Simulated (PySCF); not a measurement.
# hydrochloric acid (HCl): electronic excitations and core binding energies

What electronic excitations and core binding energies should hydrochloric acid (HCl) (`Cl`) show?

Computed with PySCF 2.14.0, with density-fitted response routines of our own, on a single molecule in the gas phase. Atoms are numbered from 0 throughout.

### Step 1. The starting structure

2 atoms, charge 0, multiplicity 1; geometry from: GFN2-xTB.

Bonds of the start (Å): Cl0–H1 1.28.

### Step 2. TDDFT and polarisability: CAM-B3LYP/def2-SVPD

Job settings and geometry (Å):

```
{"job": {"kind": "uv", "xc": "CAM-B3LYP", "basis": "def2-SVPD", "nstates": 8, "ntriplets": 3}, "charge": 0, "multiplicity": 1}
Cl     0.639943    -0.002786    -0.002969
H     -0.637186     0.004054    -0.011180
```

Level: TDDFT CAM-B3LYP/def2-SVPD, vertical, gas phase, core orbitals frozen in the response.

The program printed:

```text
coarse grid: 2248 points
cycle   1  E = -460.6198470096  dE = -7.026e-02  |g| = 1.911e-01  |ddm| = 9.761e-01
cycle   2  E = -460.6275370100  dE = -7.690e-03  |g| = 1.391e-01  |ddm| = 3.416e-01
cycle   3  E = -460.6329041966  dE = -5.367e-03  |g| = 6.070e-03  |ddm| = 1.528e-01
cycle   4  E = -460.6329180194  dE = -1.382e-05  |g| = 1.762e-03  |ddm| = 7.804e-03
cycle   5  E = -460.6329191845  dE = -1.165e-06  |g| = 6.043e-04  |ddm| = 2.319e-03
final grid: 17120 points
cycle   6  E = -460.6786154677  dE = -1.227e-06  |g| = 7.289e-04  |ddm| = 6.030e-03
cycle   7  E = -460.6786155378  dE = -7.012e-08  |g| = 5.034e-04  |ddm| = 1.284e-03
cycle   8  E = -460.6786156010  dE = -6.320e-08  |g| = 1.911e-05  |ddm| = 5.902e-04
cycle   9  E = -460.6786156012  dE = -2.034e-10  |g| = 4.409e-06  |ddm| = 4.071e-05
converged SCF energy = -460.6786156012

Static polarisability (au): isotropic 17.206, principal 16.693 16.693 18.230

Singlet excitations
state   eV       nm        f      main configurations
  1   7.7112    160.8   0.02684   H-1->L 0.94
  2   7.7112    160.8   0.02684   H->L 0.94
  3   9.9811    124.2   0.12298   H->L+4 0.75, H->L+1 0.16
  4   9.9811    124.2   0.12298   H-1->L+4 0.75, H-1->L+1 0.16
  5  10.2433    121.0   0.02151   H->L+1 0.80, H->L+4 0.18
  6  10.2433    121.0   0.02151   H-1->L+1 0.80, H-1->L+4 0.18
  7  10.5759    117.2   0.00000   H-1->L+2 0.32, H->L+3 0.32, H->L+2 0.17
  8  10.5760    117.2   0.00000   H-1->L+3 0.32, H->L+2 0.32, H-1->L+2 0.17

Triplet excitations (Tamm-Dancoff, eV): 7.1269 7.1269 9.4990
```

It took 0.4 s on 1 thread, shared host.

The orbitals next to the gap, with their largest atomic shares:

```tsv
orbital	eV	atoms
HOMO−3	-25.39	Cl0 75 %, H1 25 %
HOMO−2	-14.81	Cl0 75 %, H1 25 %
HOMO−1	-10.98	Cl0 93 %, H1 7 %
HOMO	-10.98	Cl0 93 %, H1 7 %
LUMO	0.75	Cl0 68 %, H1 32 %
LUMO+1	2.58	Cl0 94 %, H1 6 %
LUMO+2	3.05	Cl0 97 %
```

With each of the 8 states as a Gaussian band of 0.4 eV half-width at 1/e, the curve within the window shown has maxima at 161 nm (ε 2,200), 124 nm (ε 11,000) L/(mol cm). Beyond the last state computed it falls off for lack of states. The curve at chosen wavelengths:

```csv
nm,ε (L/mol/cm)
114,209
116,941
119,4440
121,8148
124,11138
126,9427
128,6038
131,1919
133,669
136,94
138,20
140,4
143,7
145,27
148,136
150,318
152,628
155,1295
157,1751
160,2154
162,2129
164,1884
167,1299
169,903
172,448
174,255
```

Further results of this job:

```tsv
property	computed
dipole moment (D)	1.16
polarisability (Å³)	2.55
HOMO–LUMO gap (eV)	11.73
−ε(HOMO) (eV)	10.98
```

### Step 3. Core holes by ΔSCF: SCAN, X2C

Job settings and geometry (Å):

```
{"job": {"kind": "xps"}, "charge": 0, "multiplicity": 1}
Cl     0.639943    -0.002786    -0.002969
H     -0.637186     0.004054    -0.011180
```

Level: delta-SCF UKS SCAN, pcX-2 on the ionised atom, pcseg-1 elsewhere, spin-free X2C.

The program printed:

```text
ground state, core basis on atom 0 (Cl), 65 functions
  cycle   1  E = -462.28320975  |g| = 2.28e-01
  cycle   2  E = -462.28151945  |g| = 2.56e-01
  cycle   3  E = -462.29414543  |g| = 1.86e-02
  cycle   4  E = -462.29416935  |g| = 7.42e-03
  cycle   5  E = -462.29418024  |g| = 2.68e-03
  cycle   6  E = -462.29418219  |g| = 2.30e-04
  E(ground) = -462.28042330 Eh
hole in Cl 1s of atom 0
  cycle   1  E = -357.08325032  |g| = 5.47e+00
  cycle   2  E = -357.83511175  |g| = 1.99e+00
  cycle   3  E = -358.22406253  |g| = 4.50e-01
  cycle   4  E = -358.27707040  |g| = 1.33e-01
  cycle   5  E = -358.28454823  |g| = 3.50e-02
  cycle   6  E = -358.28495706  |g| = 8.35e-03
  cycle   7  E = -358.28498084  |g| = 1.68e-03
  cycle   8  E = -358.28498267  |g| = 5.96e-04
  cycle   9  E = -358.28498271  |g| = 1.09e-04
  E(ion) = -358.27976235 Eh   <S^2> = 0.7525   hole on atom = 1.000   binding energy = 2830.002 eV
hole in Cl 2p of atom 0
  cycle   1  E = -454.21775532  |g| = 1.70e+00
  cycle   2  E = -454.41976092  |g| = 1.07e+00
  cycle   3  E = -454.63868590  |g| = 1.09e-01
  cycle   4  E = -454.64130869  |g| = 6.53e-02
  cycle   5  E = -454.64301618  |g| = 1.17e-02
  cycle   6  E = -454.64306422  |g| = 2.51e-03
  cycle   7  E = -454.64306629  |g| = 6.67e-04
  cycle   8  E = -454.64306580  |g| = 1.02e-04
  E(ion) = -454.63651088 Eh   <S^2> = 0.7514   hole on atom = 1.001   binding energy = 208.001 eV
  2p3/2 = 207.388 eV   2p1/2 = 209.044 eV
```

Run time: 0.8 s. Hardware: 1 thread, shared host.

Binding energies by hole, beside the orbital energy of the ground state; the difference holds orbital relaxation and, for a density functional, its self-interaction error:

```tsv
hole	stands for	environment	ΔSCF (eV; 2p as the shell's mean)	−ε (eV)	⟨S²⟩
Cl1s on Cl0	Cl0	chlorine bonded to H	2830.00	2763.9	0.753
Cl2p on Cl0	Cl0	chlorine bonded to H	207.94	193.7	0.751
```

With the spin-orbit splitting: Cl0 2p3/2 207.39, 2p1/2 209.04 eV. The table gives each 2p level as the mean over the whole 2p shell (two parts 2p3/2, one part 2p1/2), which differs a little from the single hole in the log.

### Step 4. Results

```
                                quantity                        value
    lowest singlet (CAM-B3LYP/def2-SVPD)  7.71 eV (161 nm), f = 0.027
brightest single state of those computed  state 3, 9.98 eV, f = 0.123
                          lowest triplet                      7.13 eV
       Cl1s binding energies, SCAN/pcX-2               Cl0 2830.00 eV
       Cl2p binding energies, SCAN/pcX-2                Cl0 207.94 eV
```

What this shows: The first singlet state (HOMO−1→LUMO 0.94) lies at 7.71 eV and is weak; of the 8 states computed, the strongest absorption comes from states 3 to 4 together at 9.98 eV. The lowest triplet lies 0.58 eV below the lowest singlet (triplets in Tamm-Dancoff, singlets in full TDDFT).
